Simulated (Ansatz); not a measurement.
A made-up structure of CH5SSi (charge -1), singlet:

Si1  (1.164, -1.225, 1.241)
C2  (0.871, -0.294, -0.193)
S3  (-0.533, 0.801, -0.267)
H4  (-1.797, 0.300, -0.276)
H5  (-0.518, 1.559, -1.397)
H6  (-0.621, 1.680, 0.767)
H7  (1.332, -0.665, -1.107)
H8  (0.243, -2.305, 1.245)
(Å)

It is relaxed with PBE-D4/def2-SVPD and then PBE0-D4/def2-TZVPD (Ansatz 0.2.0). Atoms count as bonded within 1.22 times the sum of their covalent radii (H–H: 0.88 Å). The end point is not checked to be a true minimum.

Q: Does its bonding change? (A judgement: the text doesn't fix the answer.)

A: By the calculation: Yes. Formed: Si1–H6; broken: S3–H6.

Where it ends: The first stage lowers the energy by 5.14 eV in 25 steps. It ends as CH₅SSi ([SiH2][CH][SH2]), total charge -1:
```xyz
8
angstrom
Si 1.0205 -0.8498 1.3307
C 0.7597 -0.0167 -0.3650
S -0.6381 0.8435 -0.5386
H -1.7873 0.2011 -1.1405
H -0.5747 1.6278 -1.6742
H 0.4547 0.2759 2.2126
H 1.1461 -0.4808 -1.2713
H -0.2409 -1.7495 1.4603
```

Labels in which every atom is bracketed show which atoms are joined, not bond orders.

For scale, one of the runs: PBE0-D4/def2-TZVPD relaxation, 171 basis functions, launched by `ansatz run in.yaml --threads 2 --pin off --events-out ev --progress --plain --max-ram 4352MiB`. Hardware: 2 CPU threads of an Arm Neoverse V2, shared host. Wall time about 43 s.
